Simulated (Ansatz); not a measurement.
System: C$_{3}$H$_{7}$, charge -1, multiplicity 1. It need not be the lowest isomer of its formula. Whether it binds its extra electron was not tested at this geometry. 
Coordinates optimised at B3LYP-D3(BJ)/def2-TZVP (Ansatz, a quantum-chemistry and plane-wave program):
```xyz
10

C     -0.1064     0.0001     0.6583
C     -0.0125     1.2354    -0.2087
C     -0.0131    -1.2355    -0.2083
H      0.7514     0.0000     1.3550
H      0.0682     2.1557     0.3866
H      0.0672    -2.1556     0.3873
H      0.8562     1.2605    -0.9407
H     -0.9028     1.3603    -0.8480
H     -0.9035    -1.3602    -0.8476
H      0.8556    -1.2612    -0.9403
```
Charge -1, spin multiplicity 1.

Parts of the frozen-core correlation energy in cc-pVDZ (Ansatz, hartree). Frozen orbitals: 3; correlated occupied orbitals by spin: 10 and 10; virtual: 64 and 64. No spin-orbit coupling. Non-relativistic.

```tsv
term	value
reference (HF)	-117.56113
MP2 opposite-spin	-0.35206
MP2 same-spin	[?]
CCSD correlation	[?]
(T)	[?]
T1 diagnostic	0.011
largest doubles amplitude	0.032
```

Question: What belongs in the gaps?

Answer: 
- MP2 same-spin, value: -0.10245
- CCSD correlation, value: -0.50018
- (T), value: -0.01484
